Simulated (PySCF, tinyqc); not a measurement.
The basis set: RHF and MP2 along a ladder of basis sets, for CH2, spin multiplicity 1. Computed by the program tinyqc with PySCF. 

Geometry (angstrom):
```
atom,x,y,z
C,0.0000,0.0000,0.0000
H,0.0000,0.8540,0.5770
H,0.0000,-0.8540,0.5770
```

Same geometry throughout; the dipole is taken about the origin.

RHF and frozen-core MP2 in a ladder of bases:
```
basis,functions,E(RHF) (hartree),E(MP2 corr) (hartree),HOMO (eV),LUMO (eV),dipole (debye)
sto-3g,7,-38.355654,-0.030889,-8.1811,6.1218,1.6653
3-21g,13,-38.644593,-0.062506,-9.8376,2.1794,2.2821
6-31g,13,-38.846494,-0.061775,-9.8434,2.0108,2.3332
6-31g**,24,-38.868577,-0.107784,-10.0330,2.0807,2.0409
cc-pvdz,24,-38.871830,-0.107180,-10.1714,1.7928,2.0083
aug-cc-pvdz,41,-38.875837,-0.112604,-10.3567,0.7317,1.9621
cc-pvtz,58,-38.885908,-0.136872,-10.3216,1.3912,1.9851
```

From cc-pVDZ to cc-pVTZ the RHF energy falls by 14.1 mhartree and the correlation energy by 29.7. If valence correlation converges as X^-3, (27 E(T) - 8 E(D))/19 gives -0.1494 hartree, a rough estimate from such small X that usually falls short; STO-3G holds about 21 % of it. Beyond STO-3G the LUMO moves by 1.4 eV and the HOMO by 0.5 eV. The restricted reference is unstable here: a spin-polarised solution lies 0.0247 hartree lower (PySCF, cc-pVDZ), so results built on it describe a poor reference.
